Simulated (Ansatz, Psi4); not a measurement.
**Worked example: the enthalpy of formation of OF2 (oxygen difluoride)**

OF2: 3 atoms, total charge 0, spin state singlet. As SMILES, `FOF`. The coordinates come from a PBE0-D4/def2-TZVP relaxation.

| atom | x (Å) | y (Å) | z (Å) |
| --- | --- | --- | --- |
| F | 0.9533 | -0.3400 | 0.4883 |
| O | 0.0005 | 0.5639 | 0.0620 |
| F | -0.9538 | -0.2240 | -0.5503 |

Total energies at PBE/cc-pVTZ (Psi4 1.11); the atoms run unrestricted:

| species | state | energy (Eh) |
| --- | --- | --- |
| OF2 | singlet | -274.525387 |
| F | doublet | -99.661348 |
| O | triplet | -75.004909 |

Harmonic wavenumbers at PBE0-D4/def2-TZVP, in cm⁻¹: 508, 948, 1066.

Measured heats of formation of the gaseous atoms at 298.15 K, in kJ/mol: F 79.4, O 249.2. Spin-orbit lowering of the atoms at 298 K (mean of the ground term's levels less their thermal mean, from spectra), in kJ/mol: F 1.29, O 0.40. Take 1 Eh = 2625.50 kJ/mol, 1 cm⁻¹ = 0.0119627 kJ/mol, RT = 2.479 kJ/mol.

**Question.** What heat of formation follows?

**Answer.** 
1. Electronic atomisation energy: 2 × (-99.661348) + (-75.004909) − (-274.525387) = 0.197782 Eh = 519.3 kJ/mol.
2. Zero-point energy: half the sum of the wavenumbers, 1261 cm⁻¹ = 15.1 kJ/mol.
3. Thermal vibrational enthalpy, Σ hcν̃/(exp(hcν̃/kT) − 1): 0.8 kJ/mol. Translation, rotation and pV of a non-linear molecule: 4 RT = 9.9 kJ/mol.
4. The 3 free atoms carry 5/2 RT each: 18.6 kJ/mol.
5. Spin-orbit coupling lowers the free atoms by 2 × 1.29 + 0.40 = 3.0 kJ/mol.
6. Atomisation enthalpy at 298 K: 519.3 − 3.0 − 15.1 − 0.8 − 9.9 + 18.6 = 509.1 kJ/mol.
7. Sum of the atoms' heats of formation: 408.0 kJ/mol. Heat of formation: 408.0 − 509.1 = -101.1 kJ/mol.

The tabulated value is +24.7 kJ/mol (Active Thermochemical Tables), so this level is off by -125.8 kJ/mol, or 32.8 % of the atomisation enthalpy that the table implies (383.3 kJ/mol). Gradient-corrected functionals often overbind somewhat. Anharmonicity and any spin-orbit splitting of the molecule are left out.
